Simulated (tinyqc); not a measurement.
Extended Hueckel theory, for SiH3, step by step. One step of it, computed by the program tinyqc.

Task: Wolfsberg-Helmholz matrix. H_ij = K' S_ij (H_ii + H_jj)/2 for i != j (the diagonal keeps H_ii), with K' = K + D^2 + D^4 (1 - K), D = (H_ii - H_jj)/(H_ii + H_jj), K = 1.75.

overlap S:
```
,1Si 3s,1Si 3px,1Si 3py,1Si 3pz,2H 1s,3H 1s,4H 1s
1Si 3s,1.000000,0.000000,0.000000,0.000000,0.416736,0.416418,0.416418
1Si 3px,0.000000,1.000000,0.000000,0.000000,0.523059,-0.261404,-0.261404
1Si 3py,0.000000,0.000000,1.000000,0.000000,0.000000,0.452745,-0.452745
1Si 3pz,0.000000,0.000000,0.000000,1.000000,-0.022076,-0.022050,-0.022050
2H 1s,0.416736,0.523059,0.000000,-0.022076,1.000000,0.039063,0.039063
3H 1s,0.416418,-0.261404,0.452745,-0.022050,0.039063,1.000000,0.039007
4H 1s,0.416418,-0.261404,-0.452745,-0.022050,0.039063,0.039007,1.000000
```

diagonal H_ii (eV): 1Si 3s -17.300000, 1Si 3px -9.200000, 1Si 3py -9.200000, 1Si 3pz -9.200000, 2H 1s -13.600000, 3H 1s -13.600000, 4H 1s -13.600000

K = 1.750000

Give: H.

Result:

H (eV):
```
,1Si 3s,1Si 3px,1Si 3py,1Si 3pz,2H 1s,3H 1s,4H 1s
1Si 3s,-17.3000,0.0000,0.0000,0.0000,-11.3588,-11.3501,-11.3501
1Si 3px,0.0000,-9.2000,0.0000,0.0000,-10.6509,5.3229,5.3229
1Si 3py,0.0000,0.0000,-9.2000,0.0000,0.0000,-9.2191,9.2191
1Si 3pz,0.0000,0.0000,0.0000,-9.2000,0.4495,0.4490,0.4490
2H 1s,-11.3588,-10.6509,0.0000,0.4495,-13.6000,-0.9297,-0.9297
3H 1s,-11.3501,5.3229,-9.2191,0.4490,-0.9297,-13.6000,-0.9284
4H 1s,-11.3501,5.3229,9.2191,0.4490,-0.9297,-0.9284,-13.6000
```
